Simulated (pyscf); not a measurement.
Elementary routes open to HO–PH–OH (SMILES OPO) + SiH₄ (SMILES [SiH4]) in the gas phase (singlet surface):
A. HO–SiH₃ (SMILES O[SiH3]) + HO–PH₂ (SMILES OP) (O–P, H–Si broken; O–Si, H–P formed)
B. HO–PH–O–SiH₃ (SMILES OPO[SiH3]) + H₂ (SMILES [H][H]) (H–O, H–Si broken; O–Si, H–H formed)

Optimised with ωB97X-D3(BJ)/def2-SVP in PySCF.

Rank the routes by free-energy barrier at 900 K, lowest first, for ωB97M-D3(BJ)/def2-TZVP energies (ideal gas, 1 atm, RRHO with modes under 100 cm⁻¹ raised to 100, one conformer, R ln 2 for rigid chiral ones).

B (2.77 eV), A (2.85 eV)

Route B is the fastest of these, ahead of the next by 0.07 eV. The most stable products are those of B (ΔG = -0.75 eV), so kinetics and thermodynamics agree. At 298 K B is still the fastest. A: On the product side the descent ends in a complex (not fully relaxed), 0.26 eV under the separated species and 2.12 eV under the saddle at ωB97X-D3(BJ)/def2-TZVP. Only these routes are compared; each barrier is that of the saddle found, and lower ones may exist.
